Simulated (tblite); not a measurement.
Input of a run (GFN2-xTB geometry optimisation, gas phase (tblite 0.8.0)), started from a force field or distance geometry:
```
{"job": {"kind": "relax", "xc": "GFN2-xTB", "basis": "xTB"}, "charge": 0, "multiplicity": 1}
C      1.816700    -0.284700    -0.407100
C      0.776400     0.112400     0.350800
C     -0.541400     0.550000    -0.165100
C     -1.672400    -0.311500     0.339700
O     -1.813800    -0.703600     1.508500
F     -2.627800    -0.674500    -0.531800
H      1.746500    -0.296900    -1.493800
H      2.752500    -0.590600     0.047900
H      0.906400     0.102200     1.444900
H     -0.580800     0.517900    -1.258500
H     -0.756900     1.582100     0.138500
```

Output (eV, eV/Å):
```
step      E/eV     max force
  0    -540.57284    4.680
  1    -540.57377    6.689
  2    -540.77346    1.281
  3    -540.78848    0.539
  4    -540.79891    0.611
  5    -540.80614    0.493
  6    -540.81212    0.132
  7    -540.81314    0.116
  8    -540.81508    0.131
  9    -540.81551    0.069
 10    -540.81578    0.047
 11    -540.81597    0.052
 12    -540.81621    0.058
 13    -540.81642    0.038
 14    -540.81662    0.042
 15    -540.81679    0.039
 16    -540.81693    0.033
 17    -540.81706    0.032
 18    -540.81718    0.029
 19    -540.81729    0.031
 20    -540.81738    0.026
 21    -540.81746    0.025
 22    -540.81754    0.028
 23    -540.81764    0.032
 24    -540.81774    0.031
 25    -540.81785    0.031
 26    -540.81796    0.037
 27    -540.81811    0.047
 28    -540.81831    0.056
 29    -540.81863    0.062
 30    -540.81909    0.064
 31    -540.81971    0.076
 32    -540.82045    0.099
 33    -540.82129    0.104
 34    -540.82232    0.100
 35    -540.82349    0.152
 36    -540.82251    0.357
 37    -540.82579    0.101
 38    -540.82685    0.080
 39    -540.82916    0.251
 40    -540.83007    0.192
 41    -540.83244    0.195
 42    -540.83265    0.160
 43    -540.83328    0.066
 44    -540.83344    0.069
 45    -540.83428    0.086
 46    -540.83455    0.051
 47    -540.83486    0.070
 48    -540.83500    0.044
 49    -540.83510    0.029
 50    -540.83517    0.026
 51    -540.83524    0.023
 52    -540.83530    0.028
 53    -540.83538    0.033
 54    -540.83547    0.031
 55    -540.83554    0.020
 56    -540.83560    0.015
 57    -540.83563    0.014
 58    -540.83564    0.013
 59    -540.83565    0.011
 60    -540.83567    0.013
 61    -540.83569    0.017
 62    -540.83570    0.023
 63    -540.83572    0.017
 64    -540.83573    0.010
 65    -540.83574    0.007
```

**Question.** Summarise the run.

**Answer.** The energy falls by 0.263 eV over 65 L-BFGS steps, the largest force on an atom goes from 4.68 to 0.007 eV/Å, and the atoms move by 0.276 Å rms after alignment. The bond that changes most is C4=O5 (acyl halide carbon to carbonyl oxygen), which shortens by 0.063 Å. Bonds longer at the end by more than 0.005 Å: 2 of 10; shorter: 6. Among the angles that change most is C3–C4–F6, from 118.1° to 109.8°. Among the dihedrals that turn most is C2–C3–C4–O5, from 44° to 7°. The energy rose by more than 1e-5 eV at step 36. The first step brought 0 % of the lowering.

**Question.** What are the final bond lengths?

**Answer.** C1=C2 1.319 Å, C2–C3 1.498 Å, C3–C4 1.492 Å, C4=O5 1.177 Å, C4–F6 1.371 Å, C1–H7 1.078 Å, C1–H8 1.076 Å, C2–H9 1.081 Å, C3–H10 1.093 Å, C3–H11 1.097 Å. Numbering counts from 1 in the input's order; the species is `C=CCC(=O)F`.

Its GFN2-xTB frequencies are all real (lowest 50 cm⁻¹). One conformer, not necessarily the lowest.

These are computed values.
